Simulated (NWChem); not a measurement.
# UCCSD/def2-SVP (frozen virtual 2) run of AlNH3 (SMILES [NH2][AlH]), part 2 of 2

NWChem 7.3.0. Earlier steps stand in the parts before.

### 3 The singlet cation

Input file mol.nw:

```
start mol
title "AlH3N"
memory 2200 mb
charge 1

geometry noautosym nocenter noautoz
N    -0.116600   -0.660800    0.175100
Al    0.836600    0.833900    0.120800
H     0.148500   -1.505300    0.655500
H    -1.010300   -0.782800   -0.277400
H     0.191800    2.041400   -0.715400
end

basis "ao basis" spherical bse
* library def2-SVP
end

scf
singlet
rhf
thresh 1e-08
maxiter 80
noprint "final vectors analysis"
end

ccsd
freeze core 6 virtual 2
maxiter 60
end

task ccsd energy
```

Run with:

```sh
$ nwchem mol.nw > mol.out
```

The program printed:

```text
Northwest Computational Chemistry Package (NWChem) 7.3.0
             --------------------------------------------------------

           Job information
           ---------------

    nwchem branch   = 7.3.0
    use scalapack   = T
    input           = mol.nw
    prefix          = mol.
    data base       = ./mol.db
    status          = startup
    nproc           =        1

           Memory information
           ------------------

    heap     =     72089596 doubles =      550.0 Mbytes
    stack    =     72089601 doubles =      550.0 Mbytes
    global   =    144179200 doubles =     1100.0 Mbytes (distinct from heap & stack)
    total    =    288358397 doubles =     2200.0 Mbytes
    verify   = yes
    hardfail = no

           Directory information
           ---------------------

  0 permanent = .
  0 scratch   = .

                                NWChem Input Module
                                -------------------

                                       AlH3N
                                       -----

 Scaling coordinates for geometry "geometry" by  1.889725989
 (inverse scale =  0.529177249)

                             Geometry "geometry" -> ""
                             -------------------------

 Output coordinates in angstroms (scale by  1.889725989 to convert to a.u.)

  No.       Tag          Charge          X              Y              Z
 ---- ---------------- ---------- -------------- -------------- --------------
    1 N                    7.0000    -0.11660000    -0.66080000     0.17510000
    2 Al                  13.0000     0.83660000     0.83390000     0.12080000
    3 H                    1.0000     0.14850000    -1.50530000     0.65550000
    4 H                    1.0000    -1.01030000    -0.78280000    -0.27740000
    5 H                    1.0000     0.19180000     2.04140000    -0.71540000

      Atomic Mass
      -----------

      N                 14.003070
      Al                26.981540
      H                  1.007825

 Effective nuclear repulsion energy (a.u.)      46.2350953830

            Nuclear Dipole moment (a.u.)
            ----------------------------
        X                 Y               Z
 ---------------- ---------------- ----------------
    17.7437711424    11.2786405902     4.6464582607

            XYZ format geometry
            -------------------
     5
 geometry
 N                    -0.11660000    -0.66080000     0.17510000
 Al                    0.83660000     0.83390000     0.12080000
 H                     0.14850000    -1.50530000     0.65550000
 H                    -1.01030000    -0.78280000    -0.27740000
 H                     0.19180000     2.04140000    -0.71540000

 ==============================================================================
                                internuclear distances
 ------------------------------------------------------------------------------
       center one      |      center two      | atomic units |  angstroms
 ------------------------------------------------------------------------------
    2 Al               |   1 N                |     3.35162  |     1.77360
    3 H                |   1 N                |     1.90314  |     1.00710
    4 H                |   1 N                |     1.90698  |     1.00913
    5 H                |   2 Al               |     3.03126  |     1.60407
 ------------------------------------------------------------------------------
                         number of included internuclear distances:          4
 ==============================================================================

 ==============================================================================
                                 internuclear angles
 ------------------------------------------------------------------------------
        center 1       |       center 2       |       center 3       |  degrees
 ------------------------------------------------------------------------------
    2 Al               |   1 N                |   3 H                |   125.44
    2 Al               |   1 N                |   4 H                |   124.34
    3 H                |   1 N                |   4 H                |   110.22
    1 N                |   2 Al               |   5 H                |   115.74
 ------------------------------------------------------------------------------
                            number of included internuclear angles:          4
 ==============================================================================

 Summary of "ao basis" -> "" (spherical)
 ------------------------------------------------------------------------------
       Tag                 Description            Shells   Functions and Types
 ---------------- ------------------------------  ------  ---------------------
 *                          def2-SVP                  on all atoms

                      Basis "ao basis" -> "ao basis" (spherical)
                      -----
  [basis functions not shown]

 Summary of "ao basis" -> "ao basis" (spherical)
 ------------------------------------------------------------------------------
       Tag                 Description            Shells   Functions and Types
 ---------------- ------------------------------  ------  ---------------------
 N                          def2-SVP                 6       14   3s2p1d
 Al                         def2-SVP                 8       18   4s3p1d
 H                          def2-SVP                 3        5   2s1p

                                 NWChem SCF Module
                                 -----------------

                                       AlH3N

  ao basis        = "ao basis"
  functions       =    47
  atoms           =     5
  closed shells   =    11
  open shells     =     0
  charge          =   1.00
  wavefunction    = RHF
  input vectors   = atomic
  output vectors  = ./mol.movecs
  use symmetry    = F
  symmetry adapt  = F

 Summary of "ao basis" -> "ao basis" (spherical)
 ------------------------------------------------------------------------------
       Tag                 Description            Shells   Functions and Types
 ---------------- ------------------------------  ------  ---------------------
 N                          def2-SVP                 6       14   3s2p1d
 Al                         def2-SVP                 8       18   4s3p1d
 H                          def2-SVP                 3        5   2s1p

 Forming initial guess at       0.0s

      Superposition of Atomic Density Guess
      -------------------------------------

 Sum of atomic energies:        -297.53343583

 Renormalizing density from      23.00 to     22

      Non-variational initial energy
      ------------------------------

 Total energy =    -289.681625
 1-e energy   =    -481.211179
 2-e energy   =     145.294458
 HOMO         =      -0.763022
 LUMO         =      -0.427323

 Starting SCF solution at       0.1s

 ----------------------------------------------
         Quadratically convergent ROHF

 Convergence threshold     :          1.000E-08
 Maximum no. of iterations :           80
 Final Fock-matrix accuracy:          1.000E-10
 ----------------------------------------------

              iter       energy          gnorm     gmax       time
             ----- ------------------- --------- --------- --------
                 1     -297.4888620947  1.96D+00  7.61D-01      0.2
                 2     -297.6837356008  4.33D-01  1.12D-01      0.3
                 3     -297.7068815171  2.34D-01  9.05D-02      0.3
                 4     -297.7109028140  1.12D-02  3.17D-03      0.6
                 5     -297.7109305031  1.03D-04  3.35D-05      1.0
                 6     -297.7109305049  5.97D-09  1.46D-09      1.6

       Final RHF  results
       ------------------

         Total SCF energy =   -297.710930504929
      One-electron energy =   -498.874893651135
      Two-electron energy =    154.928867763180
 Nuclear repulsion energy =     46.235095383026

        Time for solution =      1.5s

             Final eigenvalues
             -----------------

              1
    1  -58.7680
    2  -15.7471
    3   -5.1963
    4   -3.5133
    5   -3.5125
    6   -3.5102
    7   -1.3004
    8   -0.8442
    9   -0.8122
   10   -0.6943
   11   -0.6101
   12   -0.2575
   13   -0.1427
   14   -0.0624
   15   -0.0118
   16    0.0218
   17    0.0758
   18    0.0922
   19    0.2267
   20    0.2344
   21    0.3135

 center of mass
 --------------
 x =   0.87017727 y =   0.55814170 z =   0.23064885

 moments of inertia (a.u.)
 ------------------
         104.750652190250         -53.149587458372          -0.749074794618
         -53.149587458372          42.942519756056           9.771001879500
          -0.749074794618           9.771001879500         139.166428129416

  Mulliken analysis of the total density
  --------------------------------------

    Atom       Charge   Shell Charges
 -----------   ------   -------------------------------------------------------
    1 N    7     7.55   1.99  0.93  0.51  2.39  1.72  0.01
    2 Al  13    11.84   2.00  1.99  0.86  0.02  5.94  0.61  0.26  0.15
    3 H    1     0.81   0.69  0.07  0.05
    4 H    1     0.78   0.67  0.06  0.05
    5 H    1     1.03   0.64  0.38  0.01

       Multipole analysis of the density wrt the origin
       ------------------------------------------------

     L   x y z        total         open         nuclear
     -   - - -        -----         ----         -------
     0   0 0 0      1.000000      0.000000     23.000000

     1   1 0 0      2.114478      0.000000     17.743771
     1   0 1 0      1.134284      0.000000     11.278641
     1   0 0 1      0.700570      0.000000      4.646458

     2   2 0 0     -4.339891      0.000000     36.687003
     2   1 1 0      4.057267      0.000000     37.737368
     2   1 0 1      2.502943      0.000000      5.039719
     2   0 2 0     -8.300401      0.000000     68.359720
     2   0 1 1      0.853938      0.000000     -6.179295
     2   0 0 2    -10.760676      0.000000      5.080741

                   Four-Index Transformation
                   -------------------------
          Number of basis functions:             47
          Number of shells:                      23
          Number of occupied orbitals:           11
          Number of occ. correlated orbitals:     5
          Block length:                          16
          Superscript MO index range:      7 -   11
          Subscript MO index range:        7 -   45
          MO coefficients read from:  ./mol.movecs
          Number of operator matrices in core:   30
          Half-transformed integrals produced

     Pass:    1     Index range:    7  -   11     Time:      0.28
 ------------------------------------------
 MP2 Energy (coupled cluster initial guess)
 ------------------------------------------
 Reference energy:           -297.710930504929138
 MP2 Corr. energy:             -0.212448118081459
 Total MP2 energy:           -297.923378623010592

 ****************************************************************************
              the segmented parallel ccsd program:    1 nodes
 ****************************************************************************

 level of theory    ccsd
 number of core         6
 number of occupied     5
 number of virtual     34
 number of deleted      2
 total functions       47
 number of shells      23
 basis label          566

   ***** ccsd parameters *****
   iprt   =     0
   convi  =  0.100E-05
   maxit  =    60
   mxvec  =     5
 memory            144174396
  Using  1 OpenMP thread(s) in CCSD
  Failed reading restart vector from ./mol.t2
  Using MP2 initial guess vector

 iter     correlation     delta       rms       T2     Non-T2      Main
             energy      energy      error      ampl     ampl      Block
                                                time     time      time
   1     -0.2238055856 -2.238D-01  5.454D-02     0.47     0.00     0.46
   2     -0.2305398337 -6.734D-03  5.703D-02     0.46     0.00     0.45
   3     -0.2320371918 -1.497D-03  1.203D-02     0.46     0.00     0.45
   4     -0.2335687127 -1.532D-03  3.984D-03     0.46     0.00     0.45
   5     -0.2337664211 -1.977D-04  1.438D-03     0.46     0.00     0.45
   6     -0.2337325386  3.388D-05  9.613D-04     0.46     0.00     0.45
   7     -0.2337307793  1.759D-06  2.645D-04     0.48     0.00     0.47
   8     -0.2337234698  7.309D-06  1.591D-04     0.46     0.00     0.45
   9     -0.2337276668 -4.197D-06  4.091D-05     0.46     0.00     0.45
  10     -0.2337294355 -1.769D-06  1.767D-05     0.47     0.00     0.45
  11     -0.2337309092 -1.474D-06  5.238D-06     0.47     0.00     0.46
  12     -0.2337312186 -3.094D-07  4.328D-06     0.47     0.00     0.46
  13     -0.2337313105 -9.193D-08  9.338D-07     0.46     0.00     0.45
                  *************converged*************

 -----------
 CCSD Energy
 -----------
 Reference energy:            -297.710930504929138
 CCSD corr. energy:             -0.233731310507638
 Total CCSD energy:           -297.944661815436802

 --------------------------------
 Spin Component Scaled (SCS) CCSD
 --------------------------------
 Same spin contribution:                 -0.041659493812173
 Same spin scaling factor:                1.130000000000000
 Opposite spin contribution:             -0.192071816695465
 Opposite spin scaling fact.:             1.270000000000000
 SCS-CCSD correlation energy:            -0.291006435210996
 Total SCS-CCSD energy:                -298.001936940140126

 routine      calls  cpu(0)   cpu-min  cpu-ave  cpu-max   i/o
 aoccsd          1     0.00     0.00     0.00     0.00    0.00
 iterdrv         1     0.01     0.01     0.01     0.01    0.00
 pampt          13     0.01     0.01     0.01     0.01    0.00
 t2pm           13     0.03     0.03     0.03     0.03    0.00
 sxy            13     0.09     0.09     0.09     0.09    0.00
 ints       988546     5.15     5.15     5.15     5.15    0.00
 t2eri        3588     0.37     0.37     0.37     0.37    0.00
 idx2         3588     0.12     0.12     0.12     0.12    0.00
 idx34          13     0.01     0.01     0.01     0.01    0.00
 ht2pm          13     0.03     0.03     0.03     0.03    0.00
 itm            13     0.08     0.08     0.08     0.08    0.00
 pdiis          13     0.00     0.00     0.00     0.00    0.00
 Total                 5.91     5.91     5.91     5.91    0.00

 Task  times  cpu:        7.9s     wall:        7.9s
 Total times  cpu:        7.9s     wall:        7.9s
```

It took 8.7 s on 1 thread of AMD EPYC 7R13 (Zen 3), shared host; peak memory 0.1 GiB.

### 4 Outcome

This closing draws on all 2 parts.

At UCCSD/def2-SVP (frozen virtual 2), 6 core orbitals frozen:

| quantity | value |
| --- | --- |
| doublet AlNH3: total energy | -298.22093 Eh |
| doublet AlNH3: correlation energy (6 core orbitals frozen) | -233.6 mEh |
| doublet AlNH3: ⟨S²⟩ of the reference determinant | 0.754 |
| singlet cation: total energy | -297.94466 Eh |
| singlet cation: correlation energy (6 core orbitals frozen) | -233.7 mEh |
| vertical ionisation energy (to the singlet cation) | 7.518 eV |

In words: Removing an electron at fixed nuclei costs 7.52 eV (725 kJ/mol). Only the singlet of the ionised species was computed; a triplet could lie lower.
